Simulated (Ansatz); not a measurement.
Ansatz (a program for electronic structure) input:

Ansatz 0.2 input:
```yaml
crystal:
  periodic: [false, false, false]
  atoms:
    - {symbol: C, position_ang: [0.19874321, 1.10663178, 0.16735952]}
    - {symbol: C, position_ang: [0.18468451, -1.08525270, 0.17192799]}
    - {symbol: C, position_ang: [1.00370160, 0.00374850, -0.57712607]}
    - {symbol: C, position_ang: [-0.50671822, 0.01358780, -0.54678238]}
    - {symbol: H, position_ang: [0.09629542, 1.15811124, 1.26724697]}
    - {symbol: H, position_ang: [0.17856476, 2.10982620, -0.27846482]}
    - {symbol: H, position_ang: [0.08235059, -1.13045417, 1.27235956]}
    - {symbol: H, position_ang: [0.15236638, -2.09025904, -0.26869852]}
    - {symbol: H, position_ang: [-1.37717297, 0.01849173, -1.19522758]}
basis:
  gaussian:
    orbitals: def2-TZVP
hamiltonian:
  xc: b3lyp
  dispersion: d3bj
total_charge: -1
relax: {f_tol: 0.002, max_steps: 150}
```

**Question.** What final total energy does it print?

**Answer.** -155.36481 Eh (B3LYP-D3(BJ)/def2-TZVP). The basis has 154 functions. The run takes around 30 core-seconds (rough).

It need not be the lowest isomer of its formula. Whether it binds its extra electron was not tested at this geometry.
